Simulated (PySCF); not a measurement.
1-methylcyclopentene, C6H10.
Bonds: C1–C2, C2–C3 (double), C3–C4, C4–C5, C5–C6, C2–C6. Hydrogens: H7, H8, H9 on C1; H10 on C3; H11, H12 on C4; H13, H14 on C5; H15, H16 on C6.

Computed, not measured: core-valence-separated Tamm–Dancoff BHandHLYP/aug-pcX-1 (pcseg-1 on H) in PySCF, non-relativistic, gas phase, PBE0-D3(BJ)/def2-SVP geometry. Absolute energies from this functional tend to lie a few eV below measured edges; no shift was applied.

(1) What does the C 1s absorption edge look like?

Answers

(1) 
| E (eV) | f | core hole on | main final orbital | polarisation |
| --- | --- | --- | --- | --- |
| 282.91 | 0.0549 | C3 | spread | normal to the local trigonal plane |
| 282.98 | 0.0671 | C2 | spread | normal to the local trigonal plane |
| 285.46 | 0.0078 | C1 | LUMO (78 %) | – |
| 285.48 | 0.0136 | C5 | LUMO+1 (70 %) | – |
| 285.54 | 0.0279 | C4 + C6 | LUMO+1 (2 roots, f summed) | – |
| 285.58 | 0.0161 | C3 | LUMO+2 (30 %) | in the local trigonal plane |
| 285.75 | 0.0143 | C6 | LUMO+3 (46 %) | – |
| 285.78 | 0.0119 | C1 | LUMO+3 (45 %) | – |
| 285.90 | 0.0232 | C5 | LUMO+3 (36 %) | – |
| 285.96 | 0.0222 | C4 | LUMO+6 (54 %) | – |
| 286.09 | 0.0095 | C4 | LUMO+3 (56 %) | – |
| 286.22 | 0.0321 | C1 | spread | – |
| 286.39 | 0.0002 | C2 | LUMO (61 %) | – |
| 286.44 | 0.0142 | C6 | LUMO+6 (39 %) | – |
| 286.48 | 0.0095 | C5 | spread | – |
| 286.49 | 0.0004 | C3 | LUMO (52 %) | – |
| 286.62 | 0.0027 | C6 | LUMO (52 %) | – |
| 286.66 | 0.0070 | C3 | spread (2 roots, f summed) | mixed |
| 286.67 | 0.0028 | C4 + C5 | spread (2 roots, f summed) | – |
| 286.73 | 0.0192 | C1 | LUMO+9 (38 %) | – |
| 286.82 | 0.0004 | C5 | LUMO+2 (38 %) | – |
| 286.85 | 0.0026 | C2 | LUMO+1 (55 %) | in the local trigonal plane |
| 286.87 | 0.0001 | C4 | LUMO (40 %) | – |
| 286.93 | 0.0008 | C1 | LUMO+1 (46 %) | – |

The first line with a tenth or more of the strongest one's intensity is at 282.91 eV (f = 0.055), with the hole on C3 (alkene CH carbon), polarised normal to the local trigonal plane: a 1s→π* resonance. The strongest listed is at 282.98 eV (f = 0.067; C2, 1s→π*).

Roots within 0.03 eV whose holes lie on the same, on equivalent or on shared atoms are summed into one line, and the highest roots are left out, as the search may have cut off their partners. Final orbitals are the ground state's empty Kohn–Sham orbitals. A dash: too weak, shared between unlike atoms, or no plane or axis to refer to.

Problem. What length of transition dipole belongs to the line at 285.90 eV?

Solution. From f = (2/3) ΔE |μ|² in atomic units, with ΔE = 10.507 Eh and f = 0.0232: |μ| = 0.058 au = 0.15 D.

The list ends where the root search ended, not at a threshold.

One conformer stands for the species.
